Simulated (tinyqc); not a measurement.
Worked calculation: CCSD on RHF in the sto-3g basis, frozen core, for H2F+, spin multiplicity 1. One step of it, computed by the program tinyqc.

Problem. Iteration 8 (converged): orbitals. Diagonalise F' = X^T F X, C = X C', fill 5 alpha and 5 beta electrons from the bottom; D = 2 C_occ C_occ^T. Each column has its largest component positive (the first on a tie).

converged F (hartree), lower triangle:
```
             1F 1s      1F 2s     1F 2px     1F 2py     1F 2pz      2H 1s      3H 1s
1F 1s   -26.536434
1F 2s    -6.767599  -3.541545
1F 2px    0.000000   0.000000  -0.972221
1F 2py    0.000000   0.000000   0.000000  -0.852164
1F 2pz   -0.019129  -0.073532   0.000000   0.000000  -0.898410
2H 1s    -0.768780  -0.860544   0.000000  -0.437114  -0.339932  -0.654871
3H 1s    -0.768780  -0.860544   0.000000   0.437114  -0.339932  -0.212717  -0.654871
```

X, lower triangle:
```
            1F 1s      1F 2s    1F 2px     1F 2py     1F 2pz      2H 1s     3H 1s
1F 1s    1.023218
1F 2s   -0.131541   1.094218
1F 2px   0.000000   0.000000  1.000000
1F 2py   0.000000   0.000000  0.000000   1.040056
1F 2pz  -0.003851   0.034258  0.000000   0.000000   1.016289
2H 1s    0.014585  -0.156522  0.000000  -0.124469  -0.074732   1.067703
3H 1s    0.014585  -0.156522  0.000000   0.124469  -0.074732  -0.049824  1.067703
```

Give: F' = X^T F X; orbital energies; coefficients C; D after iteration 8.

Solution.

F' = X^T F X (hartree), lower triangle:
```
          1        2        3        4        5        6        7
1  -26.0620
2   -3.4233  -2.2667
3    0.0000   0.0000  -0.9722
4    0.0000   0.0000   0.0000  -0.7092
5   -0.0352   0.0258   0.0000   0.0000  -0.8341
6   -0.0643  -0.3571   0.0000  -0.3498  -0.2420  -0.3823
7   -0.0643  -0.3571   0.0000   0.3498  -0.2420  -0.0469  -0.3823
```

orbital energies (hartree): MO1 -26.5457, MO2 -1.9466, MO3 -1.0511, MO4 -0.9852, MO5 -0.9722, MO6 -0.1145, MO7 0.0065

coefficients C:
```
            MO1      MO2      MO3      MO4     MO5      MO6      MO7
1F 1s    0.9949  -0.2539   0.0000   0.0550  0.0000   0.0861   0.0000
1F 2s    0.0213   0.9727   0.0000  -0.2719  0.0000  -0.4942   0.0000
1F 2px   0.0000   0.0000   0.0000   0.0000  1.0000   0.0000   0.0000
1F 2py   0.0000   0.0000   0.7555   0.0000  0.0000   0.0000   0.7362
1F 2pz   0.0016   0.0724   0.0000   0.8706  0.0000  -0.5310   0.0000
2H 1s   -0.0031   0.0763   0.3469   0.2380  0.0000   0.6970  -0.7208
3H 1s   -0.0031   0.0763  -0.3469   0.2380  0.0000   0.6970   0.7208
```

D after iteration 8, lower triangle:
```
          1F 1s    1F 2s  1F 2px   1F 2py  1F 2pz    2H 1s   3H 1s
1F 1s    2.1146
1F 2s   -0.4814   2.0411
1F 2px   0.0000   0.0000  2.0000
1F 2py   0.0000   0.0000  0.0000   1.1415
1F 2pz   0.0623  -0.3325  0.0000   0.0000  1.5264
2H 1s   -0.0187   0.0188  0.0000   0.5242  0.4254   0.3656
3H 1s   -0.0187   0.0188  0.0000  -0.5242  0.4254  -0.1158  0.3656
```
